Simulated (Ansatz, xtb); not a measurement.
## A geometry optimisation of AlH5OSi with r2SCAN-D4/def2-SVP

The starting geometry of this gas-phase singlet was built from a drawn formula by distance geometry and a force field; its bonds are those of `[OH+]1[AlH2-][SiH2]1`.

```yaml
atoms:
  - { symbol: Al, position_ang: [-1.6097, 0.5667, -0.0254] }
  - { symbol: O, position_ang: [-2.2107, -0.4572, 1.4142] }
  - { symbol: Si, position_ang: [-0.7948, -1.4232, 0.9769] }
  - { symbol: H, position_ang: [-1.8850, 0.0725, 2.2317] }
  - { symbol: H, position_ang: [-0.9481, 1.9179, 0.5252] }
  - { symbol: H, position_ang: [-2.5688, 0.4212, -1.2643] }
  - { symbol: H, position_ang: [0.2142, -1.3650, 2.0044] }
  - { symbol: H, position_ang: [-1.2476, -2.6529, 0.3998] }
```

Task: Where would you expect an optimisation with r2SCAN-D4/def2-SVP to take it?

Result: It keeps its bonds, and is `[OH+]1[AlH2-][SiH2]1`.

The energy falls by 0.79 eV over 14 steps:

```
step  E − E(last) (eV)
   1             0.793
   2             0.181
   4             0.043
   5             0.023
   7             0.006
   8             0.002
  10             0.000
  11             0.000
  13             0.000
  14             0.000
```

Final geometry (Å):

```xyz
8

Al   -1.5369    0.6830   -0.0992
O    -1.9776   -0.3111    1.4844
Si   -0.6575   -1.3661    0.8306
H    -2.4876   -0.3432    2.3055
H    -0.7909    2.0393    0.2597
H    -2.6964    0.5880   -1.1805
H     0.3536   -1.4718    1.9352
H    -1.2572   -2.7381    0.7269
```

From the same start GFN2-xTB ends elsewhere, differing in O2–Si3 (2.27 against 1.81 Å here).

No frequencies were run, so the end isn't proven a minimum. Run with Ansatz 0.2.0, 17 s on 1 thread of AMD EPYC 9R45 96-Core Processor (Zen 5), with other jobs on the host.
